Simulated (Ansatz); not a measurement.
Compare A (`COC1=CC1`) with its isomer B (`C#COCC`).

Gas-phase electronic energies from Ansatz, PBE0-D4/def2-TZVP geometries. CCSD(T)/CBS is the MP2 limit (def2-TZVPP, def2-QZVPP) plus CCSD(T) − MP2 in def2-TZVPP, frozen cores. DFT in def2-TZVPP. B3LYP here is the variant with VWN-RPA as its local correlation; programs differ in this. One conformer a species, not always the lowest.

(1) Which isomer does CCSD(T)/CBS put lower? Give the gap. (An estimate is asked.)

(2) Give E(B) − E(A) in kJ/mol with B2PLYP, B3LYP-D4, r2SCAN-D4, CCSD(T)/def2-TZVPP, ωB97M-V, HF/def2-TZVPP, B3LYP. (Best estimate.)

Largest T1 diagnostic: 0.012.

## Answers

(1) The calculation gave: B, by 54.5 kJ/mol.

(2) Ansatz gave: B2PLYP -55.6, B3LYP-D4 -52.3, r2SCAN-D4 -40.0, CCSD(T)/def2-TZVPP -53.5, ωB97M-V -47.6, HF/def2-TZVPP -67.8, B3LYP -52.3. None reverses the order clearly.

In def2-TZVPP, CCSD(T) changes the Hartree–Fock value by +14.3 kJ/mol (the triples alone add +1.5 kJ/mol) and MP2 by +15.7 kJ/mol.
